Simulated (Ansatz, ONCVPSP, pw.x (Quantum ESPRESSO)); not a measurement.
**germanium (Ge): one change to the ONCV potential, in the atom and in the diamond crystal**

| Item | Value |
| --- | --- |
| Element | Ge (Z = 32) |
| Generator | ONCVPSP 4.0.1 |
| Type | optimised norm-conserving Vanderbilt (ONCV) |
| Functional | PBE |
| Relativity | scalar-relativistic |
| Frozen core | [Ar] 3d10 |
| Valence charge | 4 |
| Reference configuration | 4s1.75 4p2.25 |
| Partial waves | 4s: rc 1.55 bohr, ncon 3, nbas 6, qcut 4.7 1/bohr, local; 4p: rc 2.45 bohr, ncon 3, nbas 6, qcut 3.5 1/bohr, 2 projectors, debl 3.3 Ha; d scattering state at 0.03 Ha: rc 2.30 bohr, ncon 3, nbas 6, qcut 3.9 1/bohr, 2 projectors, debl 2.7 Ha |
| Local potential | the s channel |
| Core correction | none |

Change: s: qcut 2.9; p: qcut 2.2; d: qcut 2.4.

Cutoffs, loose and tight: the cutoffs (Ha) at which the residual kinetic energy of the hardest occupied pseudo-wave falls to 1 and 0.1 mHa per electron. They do not see the model core or the augmentation charge, which bear on the density cutoff. Test errors are all-electron minus pseudo excitation energies from the reference, over the configurations 4s2 4p2; 4s2 4p1; 4s2 4p0; 4s1 4p2; variants that change the core or the reference have their own tests.

Crystal test: diamond Ge in pw.x 7.5, no spin, 8³ k-points, Fermi–Dirac smearing 0.01 Ry, cutoffs set for each file from its atomic test. The reference is all-electron LAPW (Ansatz 0.2.0) with the same functional, mesh and smearing; V0 and B0 come from Birch–Murnaghan fits to the pressures at five volumes. Errors are pseudo minus all-electron; Δ is the rms difference of the E(V) curves that follow from these fits, minima aligned, over ±6 % about the mean V0. Mesh and smearing are coarse, so the numbers serve the comparison and aren't converged zero-temperature values; the lattice is a test structure that the element need not adopt.

All-electron: a0 = 5.765 Å (V0 = 23.95 Å³/atom), B0 = 57.6 GPa.

Does the change bring the crystal closer to the all-electron result?

The mean pressure error goes from +0.86 to +0.69 GPa, so the change moves the solid closer to the all-electron pressures.

| quantity | base | changed |
| --- | --- | --- |
| outcome (atom) | generated | generated |
| cutoff, loose (atom) | 8.8 Ha | 30 Ha |
| cutoff, tight (atom) | 12 Ha | 48 Ha |
| bound ghosts (atom) | none | none |
| largest test error (meV) (atom) | -22 | -8.8 |
| cutoffs in pw.x (Ry) | 35/140 | 115/460 |
| a0 (Å) | 5.794 | 5.788 |
| a0 error (%) | +0.49 | +0.40 |
| B0 error (%) | -2.6 | -2.6 |
| Δ (meV/atom) | 4.4 | 3.6 |
| mean pressure error (GPa) | +0.86 | +0.69 |

Base: The cutoffs count occupied waves only; projector 2 of the d channel, the hardest unoccupied one, needs 35 Ha at the loose tolerance.
